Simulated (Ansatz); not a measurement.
Geometry optimisation, RKS PBE0-D4/cc-pVDZ in Ansatz.

Input file:

```yaml
crystal:
  periodic: [false, false, false]
  atoms:
    - { symbol: C, position_ang: [0.1699, 0.66806, -0.00672] }
    - { symbol: C, position_ang: [-0.07978, -0.84381, 0.09271] }
    - { symbol: O, position_ang: [0.62857, -1.53008, 0.82494] }
    - { symbol: S, position_ang: [-1.37401, -1.39244, -0.84574] }
    - { symbol: H, position_ang: [1.18665, 0.90525, 0.31004] }
    - { symbol: H, position_ang: [-0.53354, 1.18179, 0.65011] }
    - { symbol: H, position_ang: [0.00221, 1.01124, -1.02535] }
total_charge: -1
basis:
  gaussian: { orbitals: cc-pVDZ }
hamiltonian:
  xc: pbe0
  dispersion: d4
relax:
  f_tol: 0.02
  max_steps: 40
scf:
  lower_state_search: "off"
```

Command:

```bash
$ ansatz run input.yaml --threads 1 --pin off --max-ram 2048MiB --backend cpu --events-out ev --progress --plain --runs-dir out
```

Problem. Where does it end, and by what steps?

Solution. The run converged. The force dipped under the threshold on the way, but the program's further checks kept it going. Limits of this set-up: an anion without diffuse functions. After 10 steps the energy has fallen by 0.063 eV; S4 moved furthest, 0.20 Å.

| step | energy less start (eV) | largest force component (eV/Å) | accepted |
| --- | --- | --- | --- |
| 0 | 0.0000 | 1.190 | yes |
| 1 | -0.0462 | 0.556 | yes |
| 2 | -0.0217 | 1.055 | no |
| 3 | -0.0579 | 0.172 | yes |
| 4 | -0.0591 | 0.060 | yes |
| 5 | -0.0609 | 0.020 | yes |
| 6 | -0.0540 | 0.504 | no |
| 7 | -0.0618 | 0.098 | yes |
| 8 | -0.0620 | 0.087 | yes |
| 9 | -0.0594 | 0.375 | no |
| 10 | -0.0628 | 0.006 | yes |

```xyz
7
Properties=species:S:1:pos:R:3
C 0.173 0.663 0.005
C -0.072 -0.853 0.077
O 0.762 -1.532 0.676
S -1.524 -1.394 -0.709
H 1.138 0.915 0.478
H -0.643 1.199 0.516
H 0.164 1.002 -1.043
```

Whether the end is a true minimum wasn't checked by a vibrational analysis.

Run time: 23 s on 1 thread of Arm Neoverse V1, on a shared host, peak memory 0.13 GiB.
